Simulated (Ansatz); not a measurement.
This script makes the interaction energy of a dimer with the counterpoise correction of CS with Ansatz 0.2.0, Python API.

The script, `dimer_cs.py`:
```python
"""Binding of a CS dimer at a trial geometry."""

import ansatz as az

FIRST = [
    ("C", (0.0, 0.0, -0.8475)),
    ("S", (0.0, 0.0, 0.8475)),
]
SECOND = [
    ("C", (1.2653, 3.14, -1.2485)),
    ("S", (2.72, 2.2917, -1.0557)),
]

def energy(atoms, ghosts=()):
    molecule = az.Crystal.molecule()
    for symbol, xyz in atoms:
        molecule = molecule.atom(symbol, xyz)
    calc = (
        molecule.calculation()
        .basis(gaussian="cc-pVDZ")
        .functional("pbe", dispersion="d4")
    )
    deck = calc.input()
    if ghosts:
        deck = deck.set(az.key.basis.gaussian.ghost_atoms, [{"symbol": s, "position_ang": list(xyz)} for s, xyz in ghosts])
    return az.Session.from_dict(deck).plan().execute().report["free_energy_ev"]

# monomers in their own basis and in the basis of the dimer
both = energy(FIRST + SECOND)
alone = energy(FIRST) + energy(SECOND)
ghosted = energy(FIRST, SECOND) + energy(SECOND, FIRST)
print(f"dimer {both:.6f} eV")
print(f"interaction, uncorrected   {96.485332 * (both - alone):8.3f} kJ/mol")
print(f"interaction, counterpoise  {96.485332 * (both - ghosted):8.3f} kJ/mol")
print(f"basis-set superposition    {96.485332 * (alone - ghosted):8.3f} kJ/mol")
```

How large is the interaction at this pose, and how much of it is basis-set superposition?

Uncorrected it is -5.438 kJ/mol, with the counterpoise correction -2.749 kJ/mol; the difference, 2.69 kJ/mol, is the superposition error.

The run itself:

```console
$ python dimer_cs.py
dimer -23727.727439 eV
interaction, uncorrected     -5.438 kJ/mol
interaction, counterpoise    -2.749 kJ/mol
basis-set superposition       2.690 kJ/mol
```

Caveats:
- Total energies depend on the basis set; only differences at equal settings carry meaning.
- The dimer is a generated trial pose of unrelaxed monomers, not a minimum, so the figure is no binding energy, and the basis set is small.
- The spin state was assumed, and another may lie lower.
- Hardware and time: 3.4 s on 1 thread of Arm Neoverse V2, with other jobs on the host, peak memory 0.16 GiB.

(Lines on the test bed's own set-up are left out of the output.)
